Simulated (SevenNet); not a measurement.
**Solid CO2 (dry ice)**

Computed with the machine-learned potential SevenNet-l3i5 (trained on PBE and PBE+U data).

Cell (relaxed at this level):

```yaml
crystal:
  lattice:
    - [5.92974, 0.00000, 0.00000]
    - [0.00000, 5.92974, 0.00000]
    - [0.00000, 0.00000, 5.92974]
  atoms:
    - { symbol: C, position: [0.00000, 0.50000, 0.50000] }
    - { symbol: C, position: [0.50000, 0.00000, 0.50000] }
    - { symbol: C, position: [0.00000, 0.00000, 0.00000] }
    - { symbol: C, position: [0.50000, 0.50000, 0.00000] }
    - { symbol: O, position: [0.88553, 0.61447, 0.38553] }
    - { symbol: O, position: [0.38553, 0.88553, 0.61447] }
    - { symbol: O, position: [0.88553, 0.88553, 0.88553] }
    - { symbol: O, position: [0.11447, 0.11447, 0.11447] }
    - { symbol: O, position: [0.61447, 0.38553, 0.88553] }
    - { symbol: O, position: [0.61447, 0.11447, 0.38553] }
    - { symbol: O, position: [0.38553, 0.61447, 0.11447] }
    - { symbol: O, position: [0.11447, 0.38553, 0.61447] }
```

| Quantity | Result |
|---|---|
| lattice constant a | 5.930 Å |
| volume per atom | 17.37 Å³/atom |

Measured, for comparison: lattice constant a 5.56 Å, equilibrium volume per atom 14.32 Å³/atom (5 K, zero-point motion not removed; as tabulated in Tran et al. (2019), arXiv:1903.00284). Computed (rounded) less measured: lattice constant a +6.7 %, equilibrium volume per atom +21.3 %.

A machine-learned potential is trained on density-functional data: it inherits that level's misses and adds fitting errors of its own.

Note: elastic tensor is not positive definite: mechanically unstable at this level; the model gives imaginary modes for this phase (in the spectrum interpolated from a supercell); this model's volume lies 17 % above that of the starting cell (a measured, published or database cell).
